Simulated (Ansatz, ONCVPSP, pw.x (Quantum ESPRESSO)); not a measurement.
## Equation-of-state test of one ONCV potential (Ge (Z = 32))

```
Element                 : germanium
Generator               : ONCVPSP 4.0.1.1 (patched build)
Type                    : optimised norm-conserving Vanderbilt (ONCV)
Functional              : LDA (Perdew-Wang 92)
Relativity              : scalar-relativistic
Frozen core             : [Ar]
Valence charge          : 14
Reference configuration : 3d10 4s2 4p2
Partial waves           : 4s: rc 1.65 bohr, ncon 3, nbas 7, qcut 3.7 1/bohr, 2 projectors, debl 3.6 Ha; 4p: rc 2.05 bohr, ncon 4, nbas 7, qcut 3.8 1/bohr, 2 projectors, debl 2.3 Ha; 3d: rc 1.30 bohr, ncon 3, nbas 8, qcut 11.7 1/bohr, 2 projectors, debl 2.2 Ha
Local potential         : polynomial inside 1.10 bohr (lpopt 4, dvloc0 6 Ha)
Core correction         : Teter function, fcfact 3.5, rcfact 1.7
```

Atomic tests: cutoffs needed: 57 Ha and 62 Ha (the cutoffs (Ha) at which the residual kinetic energy of the hardest occupied pseudo-wave falls to 1 and 0.1 mHa per electron); ghost test: no bound ghost flagged; GHOST(+) flagged for s at 184.6 eV; configuration tests: 1 of 4 tests not solved or not reliable.

Crystal test: bcc Ge in pw.x 7.5, no spin, 14³ k-points, Fermi–Dirac smearing 0.01 Ry, cutoffs 145/580 Ry. The reference is all-electron LAPW (Ansatz 0.2.0) with the same functional, mesh and smearing; V0 and B0 come from Birch–Murnaghan fits to the pressures at five volumes. Errors are pseudo minus all-electron; Δ is the rms difference of the E(V) curves that follow from these fits, minima aligned, over ±6 % about the mean V0. Mesh and smearing are coarse, so the numbers serve the comparison and aren't converged zero-temperature values; the lattice is a test structure that the element need not adopt.

```json
{"V (Å³/atom)": "16.998", "P all-electron (GPa)": "4.39", "P pseudo (GPa)": "4.29"}
{"V (Å³/atom)": "17.446", "P all-electron (GPa)": "1.99", "P pseudo (GPa)": "1.90"}
{"V (Å³/atom)": "17.893", "P all-electron (GPa)": "-0.10", "P pseudo (GPa)": "-0.18"}
{"V (Å³/atom)": "18.340", "P all-electron (GPa)": "-1.93", "P pseudo (GPa)": "-2.00"}
{"V (Å³/atom)": "18.788", "P all-electron (GPa)": "-3.53", "P pseudo (GPa)": "-3.60"}
```

All-electron: a0 = 3.294 Å (V0 = 17.87 Å³/atom), B0 = 78.6 GPa.

Pseudopotential: mean pressure error (GPa): -0.08; a0 (Å): 3.293; a0 error (%): -0.03; B0 error (%): +0.1; Δ (meV/atom): 0.3. Atomic configuration tests: 1 of 4 tests not solved or not reliable.

At the middle volume, how do free energy and pressure move when the wave cutoff is lowered (ecutrho kept at four times it)?

| cutoff (Ry) | shift of F (meV/atom) | shift of P (GPa) |
| --- | --- | --- |
| 65 | +73603.8 | -2052.87 |
| 87 | +10602.5 | -587.12 |
| 116 | +181.9 | -23.30 |

Input at the middle volume:

```
&control
  calculation='scf', prefix='x', pseudo_dir='./', outdir='./tmp', tstress=.true., disk_io='low'
/
&system
  ibrav=0, nat=1, ntyp=1, ecutwfc=145, ecutrho=580, nbnd=15,
  occupations='smearing', smearing='fd', degauss=0.01
/
&electrons
  conv_thr=1e-09, mixing_beta=0.4, electron_maxstep=70
/
ATOMIC_SPECIES
Ge 1.0 Ge.UPF
CELL_PARAMETERS angstrom
  -1.64768577 1.64768577 1.64768577
  1.64768577 -1.64768577 1.64768577
  1.64768577 1.64768577 -1.64768577
ATOMIC_POSITIONS crystal
Ge 0.0000 0.0000 0.0000
K_POINTS automatic
14 14 14 0 0 0
```

```bash
pw.x < Ge.scf.in > Ge.scf.out
```

Lines of the output:

```
Message from routine setup:
     using ibrav=0 with symmetry is DISCOURAGED, use correct ibrav instead
     lattice parameter (alat)  =       5.3930  a.u.
     unit-cell volume          =     120.7479 (a.u.)^3
     number of electrons       =        14.00
     number of Kohn-Sham states=           15
     kinetic-energy cutoff     =     145.0000  Ry
     charge density cutoff     =     580.0000  Ry
     scf convergence threshold =      1.0E-09
     Exchange-correlation= SLA  PW   NOGX NOGC
     number of k points=   104  Fermi-Dirac smearing, width (Ry)=  0.0100
     iteration #  1     ecut=   145.00 Ry     beta= 0.40
     c_bands:  1 eigenvalues not converged
     total energy              =    -202.54383930 Ry
     estimated scf accuracy    <       0.00277651 Ry
     iteration #  2     ecut=   145.00 Ry     beta= 0.40
     total energy              =    -202.54384880 Ry
     estimated scf accuracy    <       0.00047301 Ry
     iteration #  3     ecut=   145.00 Ry     beta= 0.40
     total energy              =    -202.54389686 Ry
     estimated scf accuracy    <       0.00004066 Ry
     iteration #  4     ecut=   145.00 Ry     beta= 0.40
     total energy              =    -202.54390050 Ry
     estimated scf accuracy    <       0.00000125 Ry
     iteration #  5     ecut=   145.00 Ry     beta= 0.40
     total energy              =    -202.54390076 Ry
     estimated scf accuracy    <       0.00000012 Ry
     iteration #  6     ecut=   145.00 Ry     beta= 0.40
     total energy              =    -202.54390076 Ry
     estimated scf accuracy    <          3.3E-09 Ry
     iteration #  7     ecut=   145.00 Ry     beta= 0.40
     the Fermi energy is    11.7852 ev
!    total energy              =    -202.54390076 Ry
     estimated scf accuracy    <          2.2E-10 Ry
     smearing contrib. (-TS)   =      -0.00184935 Ry
     The total energy is F=E-TS. E is the sum of the following terms:
     one-electron contribution =     -91.29745041 Ry
     hartree contribution      =      59.00976599 Ry
     xc contribution           =     -55.71290205 Ry
     ewald contribution        =    -114.54146494 Ry
     convergence has been achieved in   7 iterations
          total   stress  (Ry/bohr**3)                   (kbar)     P=       -1.84
```

The run at the middle volume (104 k-points, 7 iterations) took about 2.6 min on one core of a shared host (Neoverse-N1, 64 threads, 124 GiB, load 56).
